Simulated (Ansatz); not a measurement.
**HCl, singlet: reading a ladder of total energies**

Geometry: a PBE0/def2-TZVP stationary point for this spin.

```xyz
2

Cl    0.0000    0.0000    0.0000
H     0.0000    0.0000    1.2788
```

Basis cc-pVDZ; Ansatz 0.2.0. Only valence electrons are correlated (noble-gas cores frozen), which leaves 8 electrons in 18 orbitals. R marks a restricted (for open shells ROHF) determinant.

Full CI is exact within this basis and frozen core; it isn't the basis-set limit.

RCCSD has a T1 diagnostic of 0.005 and a largest doubles amplitude of 0.05.

Runs differ by some tens of microhartree through their thresholds, so steps under 0.03 kcal/mol mean nothing.

```tsv
level	total energy (hartree)
RHF	-460.089448
RMP2	-460.235798
RCCSD	-460.252208
RCCSD(T)	-460.254560
RCCSDT	-460.254789
RCCSDT(Q)	-460.255041
RCCSDTQ	-460.255055
full CI	-460.255065
```

What is the correlation energy at full CI, and what share of it do RMP2 and RCCSD(T) recover?

E(corr) = -460.255065 − (-460.089448) = -0.165617 hartree = -4.507 eV. RMP2: -0.146350 / -0.165617 = 88.37 %. RCCSD(T): -0.165112 / -0.165617 = 99.70 %.

By how many kcal/mol does RCCSD(T) miss full CI (1 hartree = 627.509 kcal/mol), and which steps make up the rest?

-460.254560 − (-460.255065) = 0.000505 hartree = 0.32 kcal/mol. Steps: RCCSDT − RCCSD(T) = -0.14, RCCSDT(Q) − RCCSDT = -0.16, RCCSDTQ − RCCSDT(Q) = -0.01, full CI − RCCSDTQ = -0.01 kcal/mol. That is within 1 kcal/mol of the reference in this basis, which itself misses far more of the correlation at the basis-set limit.
